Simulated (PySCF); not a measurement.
Molecule: norflurane, C$_{2}$H$_{2}$F$_{4}$.

Geometry (Å), atoms numbered from 1 in this order:
```xyz
8

F     1.2607   -1.2585    0.0121
C     0.8027    0.0200    0.0103
C    -0.7276    0.0318   -0.0150
F    -1.2644   -0.5671    1.0481
F    -1.2284   -0.5552   -1.1020
F    -1.1653    1.3008   -0.0148
H     1.1808    0.5226   -0.8861
H     1.1506    0.5151    0.9229
```

Frames of a GFN2-xTB Langevin trajectory at 300 K; GIAO PBE0/pcSseg-1 shieldings in PySCF 2.14, gas phase, non-relativistic; equivalent atoms averaged within each frame.

References, each an isolated molecule treated in the same way: ¹⁹F (170.95 ppm) vs CFCl3; ¹³C (186.93 ppm), ¹H (31.72 ppm) against TMS. The references are static minima.

Task: How do the shifts (ppm) fluctuate along the trajectory?

Result: 
```
         time (fs)  F4/F5/F6      F1     C3    C2  H7/H8
optimised geometry     -93.2  -269.6  131.4  83.9   4.91
               250     -76.9  -267.6  139.1  86.2   5.50
               425     -97.6  -277.9  129.2  80.7   4.45
               625     -69.5  -245.5  139.3  93.6   5.77
               800     -68.9  -262.0  138.2  88.1   5.55
              1000     -87.3  -252.7  133.5  92.2   5.00
    mean of frames     -80.0  -261.1  135.9  88.2   5.25
standard deviation      12.3    12.6    4.4   5.1   0.53
```

5 frames give an uncertainty of the mean of about the standard deviation over 2.2 at best, since frames this close in time may not be independent; classical motion lacks zero-point vibration, and the reference would need the same averaging.
